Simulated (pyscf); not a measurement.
Thermochemistry of product channels of cyclopropane + F• on the doublet surface, in kJ/mol, from ωB97M-D3(BJ)/def2-TZVP energies (ideal gas, 1 atm, RRHO with modes under 100 cm⁻¹ raised to 100, one conformer, R ln 2 for rigid chiral ones). PySCF, gas phase, ωB97X-D3(BJ)/def2-SVP geometries.

| products | ΔE | ΔH(298 K) | ΔG(600 K) | ΔG(900 K) |
|---|---|---|---|---|
| •H₂C–CH₂–CH₂–F | -213.4 | -213.4 | -165.9 | ___ |
| cyclic C₃H₅ (SMILES [CH]1CC1) [doublet] + HF | ___ | -100.6 | -127.2 | -141.4 |

Fill in the missing entries.


- •H₂C–CH₂–CH₂–F, ΔG(900 K): -143.0
- cyclic C₃H₅ (SMILES [CH]1CC1) [doublet] + HF, ΔE: -90.0

These are energies of the channels, which say nothing of barriers. cyclopropane lies 27.5 kJ/mol over its isomer H₂C=CH–CH₃, and others may lie lower still (electronic energy, ωB97M-D3(BJ)). •H₂C–CH₂–CH₂–F lies 39.9 kJ/mol over its isomer H₃C–C•(CH₃)–F, and others may lie lower still (electronic energy, ωB97M-D3(BJ)). Left out: orbital degeneracy and the spin-orbit lowering of F.
